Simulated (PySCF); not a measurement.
Molecule: SMILES C=CN=C=O, C$_{3}$H$_{3}$NO.

Molfile (atoms numbered from 1):
```
C3H3NO
     RDKit          3D

  8  7  0  0  0  0  0  0  0  0999 V2000
   -0.9152   -0.4020    0.8886 C   0  0  0  0  0  0  0  0  0  0  0  0
   -0.6389    0.3940   -0.1497 C   0  0  0  0  0  0  0  0  0  0  0  0
    0.5702    0.4683   -0.8017 N   0  0  0  0  0  0  0  0  0  0  0  0
    1.7033    0.0975   -0.9314 C   0  0  0  0  0  0  0  0  0  0  0  0
    2.8162   -0.1910   -1.1427 O   0  0  0  0  0  0  0  0  0  0  0  0
   -1.9110   -0.3824    1.3337 H   0  0  0  0  0  0  0  0  0  0  0  0
   -0.1710   -1.0802    1.3131 H   0  0  0  0  0  0  0  0  0  0  0  0
   -1.3981    1.0667   -0.5598 H   0  0  0  0  0  0  0  0  0  0  0  0
  1  2  2  0
  2  3  1  0
  3  4  2  0
  4  5  2  0
  1  6  1  0
  1  7  1  0
  2  8  1  0
M  END
```

Geometry PBE0-D3(BJ)/def2-SVP throughout; GIAO in PySCF, gas phase, one conformer, non-relativistic; equivalent atoms averaged; functional PBE0.

For orientation, def2-SVP gives these absolute shieldings σ: C2 70.3, C1 79.5, C4 77.8, N3 212.5, O5 187.1, H6 26.25, H8 26.04, H7 26.22 ppm.

A run gave: C2 74.6, C1 81.9, C4 82.1, N3 214.9, O5 190.8, H6 26.81, H8 26.46, H7 26.84 ppm (absolute shieldings σ).

Which basis set was used in that run?
A. STO-3G
B. 6-31G*
C. def2-TZVP
D. 6-311+G(2d,p)
E. 6-31G

Results:

B. O5 tells them apart best: 6-31G* gives 190.8, 6-311+G(2d,p) gives 173.4, STO-3G gives 211.6, 6-31G gives 174.7, def2-TZVP gives 171.1 ppm.
